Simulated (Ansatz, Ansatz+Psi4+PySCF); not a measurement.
```yaml
atoms:
  - { symbol: C, position_ang: [0.0000, 0.0000, 0.7622] }
  - { symbol: C, position_ang: [0.0000, 0.0000, -0.7622] }
  - { symbol: H, position_ang: [0.0000, 1.0190, 1.1572] }
  - { symbol: H, position_ang: [-0.8824, -0.5095, 1.1572] }
  - { symbol: H, position_ang: [0.8824, -0.5095, 1.1572] }
  - { symbol: H, position_ang: [0.0000, -1.0190, -1.1572] }
  - { symbol: H, position_ang: [-0.8824, 0.5095, -1.1572] }
  - { symbol: H, position_ang: [0.8824, 0.5095, -1.1572] }
```

Basis set: cc-pVTZ (spherical functions). Frozen core: 2 orbitals. Charge 0, multiplicity 1.

Computed with Ansatz (development build ahead of 0.2.0); free ground-state atoms in the same class of orbitals, no zero-point energy, no relativity.

The atomization energy of singlet C2H6 from measured heats of formation, zero-point and thermal terms removed is 30.882 eV (G2/97 set, Curtiss et al., J. Chem. Phys. 106, 1063 (1997), as shipped with ASE); it holds spin-orbit and other relativistic effects.

Question: How far do RHF-MP2, RHF-CCSD(T), RHF miss it in this basis?

Answer:

```tsv
method	atomization energy (eV)	computed − measured (eV)
RHF-MP2	30.320	-0.562
RHF-CCSD(T)	30.318	-0.564
RHF	24.149	-6.733
```
